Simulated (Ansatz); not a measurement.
C3H9NO can be A, `CC(O)CN`, or B, `CN(C)CO`.

Computed with Ansatz on PBE0-D4/def2-TZVP structures; ΔE is electronic, products minus reactants. CCSD(T)/CBS is the MP2 limit (def2-TZVPP, def2-QZVPP) plus CCSD(T) − MP2 in def2-TZVPP, frozen cores. DFT in def2-TZVPP. B3LYP here is the variant with VWN-RPA as its local correlation; programs differ in this. Each species was taken in one conformer, which may not be the lowest.

Which is lower in electronic energy at CCSD(T)/CBS, and by how much? (An estimate is asked.)

The calculation gave: A, by 13.6 kcal/mol.

Give E(B) − E(A) in kcal/mol with PBE-D4, B3LYP, MP2/def2-TZVPP, r2SCAN-D4, LDA (SPW92), B3LYP-D4, HF/def2-TZVPP. (An estimate is asked.)

The calculation gave: PBE-D4 12.3, B3LYP 12.0, MP2/def2-TZVPP 13.1, r2SCAN-D4 12.8, LDA (SPW92) 12.7, B3LYP-D4 11.8, HF/def2-TZVPP 11.7. None reverses the order clearly.

Does the order hold for the free energy at 298.15 K (harmonic terms from PBE0-D4)? (An estimate is asked.)

The calculation gave: Yes: G(B) − G(A) = +12.9 kcal/mol, for one conformer each.

Largest T1 diagnostic: 0.010.

At CCSD(T), def2-SVP lies −2.3 kcal/mol from the extrapolated value and def2-TZVPP −0.8 kcal/mol. Leaving LDA and LC-ωPBE aside and taking each functional with its dispersion term where it has one, the values, not all of them listed here, spread over 2.0 kcal/mol, from BLYP-D4 to PBE-QIDH.
